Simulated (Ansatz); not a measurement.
# One shape, several levels: singlet AlSiH4O+

Wanted: a comparison of 6 runs (HF/STO-3G, B2PLYP/aug-cc-pVDZ, r2SCAN/aug-cc-pVDZ, wB97X/aug-cc-pVDZ, RPA@PBE/aug-cc-pVDZ, CCSD/aug-cc-pVDZ) of singlet AlSiH4O+. 

The results are computed with Ansatz 0.2.0.

63 further runs of the same task are left out: 63 set aside as unsound or not needed.

## Step 1: The structure to begin with

The species is AlSiH4O+ (7 atoms), meant as a singlet with charge +1. SMILES of the parent species: `[AlH][O][SiH3]`. The shape is that of a PBE0-D4/def2-TZVP optimisation. This is one conformer, not always the lowest. That shape belongs to the parent species and isn't relaxed for this state.

Bond lengths: Al1–O2 1.689 Å, O2–Si3 1.627 Å, Al1–H4 1.609 Å, Si3–H5 1.487 Å, Si3–H6 1.487 Å, Si3–H7 1.488 Å. Angles: Al1–O2–Si3 169.6°, O2–Al1–H4 116.0°, O2–Si3–H5 110.0°, O2–Si3–H6 110.2°, O2–Si3–H7 110.3°, H5–Si3–H6 108.8°, H5–Si3–H7 108.7°, H6–Si3–H7 108.8°.

## Step 2: A single-point energy at HF/STO-3G (run 1)

Input file input.yaml:

```yaml
crystal:
  periodic: [false, false, false]
  atoms:
    - {symbol: Al, position_ang: [-1.643700, -1.503700, -0.201100]}
    - {symbol: O, position_ang: [-0.403000, -0.368600, -0.047300]}
    - {symbol: Si, position_ang: [0.870900, 0.567400, 0.335800]}
    - {symbol: H, position_ang: [-2.580100, -1.352800, -1.500200]}
    - {symbol: H, position_ang: [1.204400, 1.463600, -0.802700]}
    - {symbol: H, position_ang: [0.554900, 1.401200, 1.526200]}
    - {symbol: H, position_ang: [2.057800, -0.275200, 0.643500]}
basis:
  gaussian: {orbitals: STO-3G}
total_charge: 1
hamiltonian: {xc: hf}
accuracy: high
output: {orbitals: {seedname: orbitals}}
```

The run is started by

```sh
$ ansatz run input.yaml --threads 1 --pin off --max-ram 3480MiB --events-out events.jsonl --progress --plain --runs-dir runs
```

The program printed:

```text
Warning: RAYON_NUM_THREADS=1 ignored (pool sized by the plan → 1); use --threads N
Functional definition: HF
  name "HF"
  exchange = exact_x
  correlation = 0
499 factors; integrals over basis functions are off by at most 1.4e-8 eV
mean field evaluation 1: about -16338.4058 eV, gradient 3.6e1 eV
mean field evaluation 2: about -16338.4290 eV, gradient 3.6e1 eV
mean field evaluation 4: about -16343.8321 eV, gradient 2.9e0 eV
mean field evaluation 8: about -16343.8802 eV, gradient 7.7e-2 eV
mean field -16343.88021175 eV, -600.6265195021 hartree, gradient 1.2e-8 eV, S^2 0.000000; 0 other end points of the search recorded, 0 dependent functions left out
reference -16343.88021175 eV, -600.6265195021 hartree; 19, 19 occupied and 8, 8 virtual orbitals, 499 factors
Total energy: -16343.88021175 eV, -600.6265195021 hartree
```

Run time: 0.2 s. Hardware: 1 thread of Arm Neoverse V1, shared host.

## Step 3: A single-point energy at B2PLYP/aug-cc-pVDZ (run 2)

Input file molecule.yaml:

```yaml
crystal:
  periodic: [false, false, false]
  atoms:
    - {symbol: Al, position_ang: [-1.643700, -1.503700, -0.201100]}
    - {symbol: O, position_ang: [-0.403000, -0.368600, -0.047300]}
    - {symbol: Si, position_ang: [0.870900, 0.567400, 0.335800]}
    - {symbol: H, position_ang: [-2.580100, -1.352800, -1.500200]}
    - {symbol: H, position_ang: [1.204400, 1.463600, -0.802700]}
    - {symbol: H, position_ang: [0.554900, 1.401200, 1.526200]}
    - {symbol: H, position_ang: [2.057800, -0.275200, 0.643500]}
basis:
  gaussian:
    orbitals: aug-cc-pVDZ
total_charge: 1
hamiltonian:
  xc: {name: B2PLYP}
correlation:
  frozen_orbitals: {Al: 5, H: 0, O: 1, Si: 5}
accuracy: high
output: {orbitals: {seedname: orbitals}}
```

The run is started by

```sh
$ ansatz run molecule.yaml --threads 1 --pin off --max-ram 3480MiB --events-out events.jsonl --progress --plain --runs-dir runs
```

The program printed (excerpt; [...] marks lines left out):

```text
Warning: RAYON_NUM_THREADS=1 ignored (pool sized by the plan → 1); use --threads N
Functional definition: B2PLYP
  name "B2PLYP"
[...]
2253 factors; integrals over basis functions are off by at most 3.4e-9 eV
[...]
mean field -16568.09290872 eV, -608.8661841387 hartree, gradient 8.5e-8 eV, S^2 0.000000; 0 other end points of the search recorded, 0 dependent functions left out
11 core orbitals not correlated: weight in the atoms' cores, before any rotation towards them, 1.000 or more for the frozen orbitals, at most 0.000 for the correlated occupied ones
reference -16568.09294732 eV, -608.8661855572 hartree; 8, 8 occupied and 94, 94 virtual orbitals, 2253 factors
second order -12.10138082 eV of doubles, -0.00000000 eV of singles
Total energy: -16571.36032014 eV, -608.9862592937 hartree
```

Run time: 21 s. Hardware: 1 thread of Arm Neoverse V1, shared host; peak memory 0.45 GiB.

Run 3 isn't shown in full; the table further down has it.

## Step 4: A single-point energy at wB97X/aug-cc-pVDZ (run 4)

input.yaml: that of step 2 with these lines changed.

```diff
@@ -1 +1,3 @@
+basis:
+  gaussian: {orbitals: aug-cc-pVDZ}
 crystal:
@@ -10,6 +12,4 @@
     - {symbol: H, position_ang: [2.057800, -0.275200, 0.643500]}
-basis:
-  gaussian: {orbitals: STO-3G}
 total_charge: 1
-hamiltonian: {xc: hf}
+hamiltonian: {xc: {name: wB97X}}
 accuracy: high
```

The run is started by

```sh
$ ansatz run input.yaml --threads 1 --pin off --max-ram 3480MiB --events-out events.jsonl --progress --plain --runs-dir runs
```

The program printed (excerpt; [...] marks lines left out):

```text
Warning: RAYON_NUM_THREADS=1 ignored (pool sized by the plan → 1); use --threads N
Functional definition: wB97X
  name "wB97X"
[...]
      + exact_x_lr(omega)
[...]
      + integral(e_c_pw_opposite_spin*poly(b97_u_opposite, 1, cos1, cos2, cos3, cos4))
2253 factors; integrals over basis functions are off by at most 3.4e-9 eV
585 factors; integrals over basis functions are off by at most 2.3e-9 eV
[...]
mean field -16578.65418729 eV, -609.2543039676 hartree, gradient 3.1e-8 eV, S^2 0.000000; 0 other end points of the search recorded, 0 dependent functions left out
reference -16578.65417611 eV, -609.2543035568 hartree; 19, 19 occupied and 94, 94 virtual orbitals, 2253 factors
Total energy: -16578.65417611 eV, -609.2543035568 hartree
```

It took 44 s on 1 thread of Arm Neoverse V1, shared host; peak memory 0.69 GiB.

Run 5 isn't shown in full; the table further down has it.

## Step 5: The energy at CCSD/aug-cc-pVDZ (run 6)

molecule.yaml: that of step 3 with these lines changed.

```diff
@@ -1 +1,3 @@
+basis:
+  gaussian: {orbitals: aug-cc-pVDZ}
 crystal:
@@ -10,11 +12,5 @@
     - {symbol: H, position_ang: [2.057800, -0.275200, 0.643500]}
-basis:
-  gaussian:
-    orbitals: aug-cc-pVDZ
 total_charge: 1
-hamiltonian:
-  xc: {name: B2PLYP}
-correlation:
-  frozen_orbitals: {Al: 5, H: 0, O: 1, Si: 5}
+correlation: {method: ccsd, frozen_orbitals: {Al: 5, H: 0, O: 1, Si: 5}}
 accuracy: high
-output: {orbitals: {seedname: orbitals}}
+scf: {omitted_lower_state_checks: [cluster_reference, increment]}
```

The run is started by

```sh
$ ansatz run molecule.yaml --threads 1 --pin off --max-ram 3480MiB --events-out events.jsonl --progress --plain --runs-dir runs
```

The program printed (excerpt; [...] marks lines left out):

```text
Warning: RAYON_NUM_THREADS=1 ignored (pool sized by the plan → 1); use --threads N
Functional definition: HF
  name "HF"
[...]
2253 factors; integrals over basis functions are off by at most 3.4e-9 eV
[...]
mean field -16539.47707964 eV, -607.8145718167 hartree, gradient 1.4e-8 eV, S^2 0.000000; 0 other end points of the search recorded, 0 dependent functions left out
11 core orbitals not correlated: weight in the atoms' cores, before any rotation towards them, 1.000 or more for the frozen orbitals, at most 0.000 for the correlated occupied ones
reference -16539.47707964 eV, -607.8145718167 hartree; 8, 8 occupied and 94, 94 virtual orbitals, 2253 factors
second order -9.67472676 eV of doubles, -0.00000000 eV of singles
cycle   1  -10.09286352 eV  change   -4.2e-1 eV  update   1.1e-1
[...]
cycle  25  -10.58876081 eV  change   -1.3e-9 eV  update  8.9e-10
Total energy: -16550.06584045 eV, -608.2037015991 hartree
Checks for a lower state left out: cluster_reference, increment
```

Run time: 23 s. Hardware: 1 thread of Arm Neoverse V1, shared host; peak memory 0.96 GiB.

## Step 6: Overview of the runs

```csv
run,level,frozen core orbitals,energy (Eh),HOMO energy (eV),LUMO energy (eV),HOMO–LUMO gap (eV),wall time
1,HF/STO-3G,–,-600.626520,-14.03,-2.97,11.06,0.2 s
2,B2PLYP/aug-cc-pVDZ,11,-608.986259,-14.26,-9.01,5.26,21 s
3,r2SCAN/aug-cc-pVDZ,–,-609.194025,-12.19,-10.50,1.69,21 s
4,wB97X/aug-cc-pVDZ,–,-609.254304,-15.48,-7.93,7.56,44 s
5,RPA@PBE/aug-cc-pVDZ,11,-608.397208,–,–,–,22 s
6,CCSD/aug-cc-pVDZ,11,-608.203702,–,–,–,23 s
```

## Step 7: Outcome

| quantity | value |
| --- | --- |
| run 6: total energy | -608.20370 Eh |
| run 6: correlation energy (11 core orbitals frozen) | -389.1 mEh |
| run 6: T1 diagnostic | 0.021 |

In words: Over runs 1, 2, 3, 4 the HOMO–LUMO gap runs from 1.69 eV (r2SCAN/aug-cc-pVDZ) to 11.06 eV (HF/STO-3G). The two ends differ in method and basis. Totals of different functionals can't be ranked against each other. In run 1 the basis is minimal, so the values are rough. All runs together took 2.2 min, the longest 44 s.
